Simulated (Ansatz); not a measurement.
in.yaml

```yaml
crystal:
  periodic: [false, false, false]
  atoms:
    - {symbol: In, position_ang: [0.000000, -0.037185, 0.001094]}
    - {symbol: H, position_ang: [0.000000, 4.617104, -0.135433]}
    - {symbol: H, position_ang: [0.000000, -0.285550, -3.291530]}
    - {symbol: H, position_ang: [0.000000, -0.095657, 3.302308]}
basis:
  gaussian: {orbitals: def2-SVP}
total_charge: 1
magnetization: {spin_polarized: true, initial_magnetization: 1}
correlation: {method: bccd_t, electrons: outside_noble_gas, diis_vectors: 12}
scf: {lower_state_search: off}
output: {forces: true}
```

```sh
$ ansatz run in.yaml --threads 1 --pin off --events-out ev --progress --plain --max-ram 2393MiB
```

The program prints:

```
these checks for a lower state are left out or cut short: starts, cluster_reference, orbital_swaps, neighbouring_geometries, increment
492 factors; integrals over basis functions are off by at most 5.3e-4 eV
mean field evaluation 1: about -5173.4985 eV, gradient 6.4e0 eV
mean field evaluation 2: about -5173.5044 eV, gradient 6.4e0 eV
mean field evaluation 4: about -5177.5362 eV, gradient 1.6e1 eV
mean field evaluation 8: about -5184.1224 eV, gradient 5.3e-1 eV
mean field -5184.12789781 eV, -190.5131863163 hartree, gradient 1.9e-6 eV, S^2 1.750083; 0 other end points of the search recorded, 0 dependent functions left out
9 core orbitals not correlated: weight in the atoms' cores, before any rotation towards them, 1.000 or more for the frozen orbitals, at most 0.000 for the correlated occupied ones
reference -5184.12789781 eV, -190.5131863163 hartree; 3, 2 occupied and 29, 30 virtual orbitals, 492 factors
second order -0.57936115 eV of doubles, -0.00000000 eV of singles
cycle   1  -0.76000697 eV  change   -1.8e-1 eV  update   4.9e-2
cycle   2  -0.86267090 eV  change   -1.0e-1 eV  update   2.0e-2
cycle   3  -0.86576463 eV  change   -3.1e-3 eV  update   2.6e-3
cycle   4  -0.86697240 eV  change   -1.2e-3 eV  update   9.7e-4
cycle   5  -0.86614123 eV  change    8.3e-4 eV  update   6.0e-4
cycle   6  -0.86645483 eV  change   -3.1e-4 eV  update   2.1e-4
cycle   7  -0.86659778 eV  change   -1.4e-4 eV  update   5.2e-5
cycle   8  -0.86652190 eV  change    7.6e-5 eV  update   2.2e-5
cycle   9  -0.86654101 eV  change   -1.9e-5 eV  update   8.5e-6
cycle  10  -0.86654715 eV  change   -6.1e-6 eV  update   2.5e-6
cycle  11  -0.86654189 eV  change    5.3e-6 eV  update   9.6e-7
perturbative correction -0.00095054 eV, -0.0000349317 hartree
the calculation of the forces begins
mean field evaluation 16: about -5184.1252 eV, gradient 2.4e-2 eV
Total energy: -5184.99539024 eV, -190.5450660751 hartree
Atom 0 at     0.000000    -0.037185     0.001094 Å, force    -0.000000     0.006955    -0.000213 eV/Å
Atom 1 at     0.000000     4.617104    -0.135433 Å, force     0.000000    -0.005354     0.000157 eV/Å
Atom 2 at     0.000000    -0.285550    -3.291530 Å, force     0.000000    -0.001307    -0.017584 eV/Å
Atom 3 at     0.000000    -0.095657     3.302308 Å, force     0.000000    -0.000294     0.017640 eV/Å
Dipole moment:     0.000000    -0.078889     0.002335 e Å
Checks for a lower state left out: starts, cluster_reference, orbital_swaps, neighbouring_geometries, increment
```

Forces (eV/Å):
```
In   0.000  0.007  0.000
H    0.000 -0.005  0.000
H    0.000 -0.001 -0.018
H    0.000  0.000  0.018
```

Ran on 1 thread of Intel Xeon, shared host: 6.5 s wall, 0.19 GiB peak host memory.
